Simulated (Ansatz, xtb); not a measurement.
# Relative energy of two isomers of CH7SSi+

We compare a, `C[SiH2][SH2+]`, a singlet, with b, `C[SH+][SiH3]`, a singlet. Both are isolated ions in the gas phase, relaxed with r2SCAN-D4/def2-SVP; the shapes shown needn't be the lowest conformers.

a (Å):

```xyz
10

C    -1.1595   -1.7599    1.1411
S    -1.6932    0.9712    2.9373
Si   -2.5121   -0.5190    1.3143
H    -0.2361   -1.3234    0.7301
H    -1.5023   -2.5312    0.4281
H    -0.9383   -2.2660    2.0934
H    -2.7677    0.3868    0.1696
H    -3.7345   -0.9329    2.0417
H    -0.8257    1.6810    2.1675
H    -2.6711    1.9141    2.8727
```

b (Å):

```xyz
10

C    -0.6215   -1.3115    1.0140
S    -2.3639   -0.8349    0.7254
Si   -2.9252    0.3974    2.5698
H    -0.0179   -0.4499    1.3260
H    -0.6447   -2.0878    1.7910
H    -0.2531   -1.7436    0.0737
H    -2.1842    0.1919   -0.1484
H    -4.2412    0.9395    2.1657
H    -1.8284    1.3846    2.7019
H    -2.9491   -0.6628    3.6022
```

Quicker runs give these differences E(b) − E(a): GFN2-xTB −2.0 kcal/mol; HF/STO-3G 0.0 kcal/mol (at GFN2-xTB geometries); r2SCAN-D4/def2-SVP//GFN2-xTB +8.2 kcal/mol.

Problem. Estimate which is lower in electronic energy at CCSD(T)/def2-TZVP, and by roughly how much.

Solution. The CCSD(T)/def2-TZVP calculation puts structure a lower, by 7.4 kcal/mol.

The same difference at several levels:

| level | geometry | E(b) − E(a) (kcal/mol) | departure from the last row (kcal/mol) | job, with rough time for the two |
| --- | --- | --- | --- | --- |
| GFN2-xTB | GFN2-xTB | −2.0 | −9.4 | optimisation, 0.15 s |
| HF/STO-3G | GFN2-xTB | 0.0 | −7.5 | single point, 0.2 s |
| r2SCAN-D4/def2-SVP//GFN2-xTB | GFN2-xTB | +8.2 | +0.8 | single point, 2.8 s |
| r2SCAN-D4/def2-SVP | r2SCAN-D4/def2-SVP | +9.4 | +2.0 | optimisation, 55 s |
| HF/def2-TZVP | r2SCAN-D4/def2-SVP | +6.0 | −1.4 | part of the CCSD(T) run |
| MP2/def2-TZVP | r2SCAN-D4/def2-SVP | +7.9 | +0.5 | part of the CCSD(T) run |
| CCSD(T)/def2-TZVP | r2SCAN-D4/def2-SVP | +7.4 |  | single point, 29 s |

As drawn, b has 1 C–S, 1 Si–H in place of 1 C–Si, 1 S–H.

GFN2-xTB puts the two in the other order. HF/STO-3G finds them nearly level. The largest departure from CCSD(T)/def2-TZVP is that of GFN2-xTB, 9.4 kcal/mol.

With harmonic frequencies from r2SCAN-D4/def2-SVP (ideal gas, rigid rotor, one conformer each, 298.15 K, 1 atm): on the last row, ΔE + ΔZPE = +8.0, ΔH = +7.8, ΔG = +8.1 kcal/mol.

The correlated steps freeze 11 core orbitals. Programs: Ansatz 0.2.0, xtb 6.7.1; the last row on 2 threads of Arm Neoverse V1 on a shared host.
